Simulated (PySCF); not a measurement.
BH⁻, quartet: the ladder up to full CI

Geometry: a point of a stretch scan, not a stationary point.

```
atom   x (Å)   y (Å)   z (Å)
   B  0.0000  0.0000  0.0000
   H  0.0000  0.0000  4.2020
```

Basis aug-cc-pVDZ; PySCF 2.14.0. Correlated methods freeze the noble-gas cores, which leaves 5 electrons in 31 orbitals. R marks a restricted (for open shells ROHF) determinant, U an unrestricted one.

Full CI is exact within this basis and frozen core; it isn't the basis-set limit. The frozen core follows each run's orbitals, which can shift R against U totals by a few meV.

```
UHF ⟨S²⟩                          : 3.759
T1 diagnostic (ROHF- or RHF-based CCSD)             : 0.0235
largest doubles amplitude (ROHF- or RHF-based CCSD) : 0.107
T1 diagnostic (UCCSD)             : 0.0208
```

```tsv
level	E − E(full CI) (kJ/mol)	share of correlation (%)	wall time
RHF	214.7	0.00	–
UHF	208.0	3.13	–
RMP2	67.9	68.36	–
UMP2	67.3	68.64	–
RCCSD	10.0	95.36	–
UCCSD	9.8	95.45	–
RCCSD(T)	2.9	98.64	1.3 s
UCCSD(T)	2.9	98.65	1.2 s
RCCSDT	0.4	99.83	24 s
UCCSDT	0.3	99.85	23 s
```

The correlation energy at full CI, counted from RHF, is -2.225 eV. The search over symmetries took 5.4 min on 1 thread of Intel Xeon, shared host; the state has 243,572 determinants.

Times are those of the correlated step on a shared host, with one SCF added for the restricted CCSD run; they ran on 1 thread of Intel Xeon.

The full-CI state has the irrep A2 of C2v, in the program's axes (one component, if the state is degenerate).

Natural occupations of full CI about the gap: 1.882 1.000 0.967 0.967 0.056 0.033 0.033 0.019 0.010 0.010; effectively unpaired electrons, Σ n²(2−n)², 3.07.
